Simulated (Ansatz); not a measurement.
Relaxation of C$_{2}$H$_{3}$ClO$_{2}$S (9 atoms, charge 0, multiplicity 1), to a largest force component of 0.015 eV/Å in at most 40 steps.

All numbers below come from RKS PBE0/cc-pVDZ (Ansatz).

```xyz
9
Properties=species:S:1:pos:R:3
O 1.077 -1.123 -0.103
C -0.157 -0.320 -0.130
O -0.027 0.682 -1.105
Cl -0.243 0.433 1.446
C -1.362 -1.258 -0.191
S -2.388 -1.346 -1.554
H 0.916 -1.714 -0.832
H -0.256 0.166 -1.940
H -1.535 -1.933 0.618
```

Problem. Where does it end, and by what steps?

Solution. The forces met the threshold. After 19 steps the energy has fallen by 0.861 eV; H7 moved furthest, 1.15 Å.

```
step  energy less start (eV)  largest force component (eV/Å)  accepted
   0                  0.0000                           3.885       yes
   1                 -0.3859                           1.450       yes
   2                 -0.5091                           1.313       yes
   3                 -0.5636                           0.847       yes
   4                 -0.6113                           0.369       yes
   5                 -0.6676                           0.671       yes
   6                 -0.7073                           0.429       yes
   7                 -0.7435                           0.868       yes
   8                 -0.7410                           0.606        no
   9                 -0.7752                           0.215       yes
  10                 -0.7911                           0.223       yes
  11                 -0.7976                           0.882       yes
  12                 -0.8245                           0.346       yes
  13                 -0.8415                           0.274       yes
  14                 -0.8473                           0.421       yes
  15                 -0.8540                           0.278       yes
  16                 -0.8594                           0.149       yes
  17                 -0.8610                           0.033       yes
  18                 -0.8611                           0.028       yes
  19                 -0.8612                           0.010       yes
```

```xyz
9
Properties=species:S:1:pos:R:3
O 0.879 -1.529 -0.104
C -0.094 -0.621 -0.337
O 0.141 0.130 -1.425
Cl -0.243 0.521 1.197
C -1.451 -1.273 -0.270
S -2.643 -0.884 -1.292
H 1.726 -1.099 -0.298
H -0.740 0.361 -1.791
H -1.551 -2.021 0.527
```

Whether the end is a true minimum wasn't checked by a vibrational analysis.

The run took 2.2 min on 2 threads of Arm Neoverse N1, on a shared host, peak memory 0.26 GiB.
